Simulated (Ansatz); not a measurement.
System: rutile TiO2. Method: r²SCAN (plane waves, PAW; Ansatz, a program for electronic structure).

Settings: plane-wave cutoff 500 eV, 10×10×14 k mesh (along the axes of the cell as run), Fermi–Dirac smearing 0.05 eV, no spin polarisation, scalar-relativistic PAW data made under PBE.

Cell (relaxed at this level):

```
CELL_PARAMETERS angstrom
      4.59673     0.00000     0.00000
      0.00000     4.59673     0.00000
      0.00000     0.00000     2.95365
ATOMIC_POSITIONS crystal
  Ti 0.50000 0.50000 0.00000
  Ti 0.00000 0.00000 0.50000
  O  0.69539 0.69539 0.50000
  O  0.30461 0.30461 0.50000
  O  0.80461 0.19539 0.00000
  O  0.19539 0.80461 0.00000
```

Problem. What does this level give for the band gap?

Solution. 
* **band gap**: 2.22 eV (on the SCF k mesh)

The computed numbers hold no vibrational or temperature effects.

The result took around 120 core-seconds (rough).
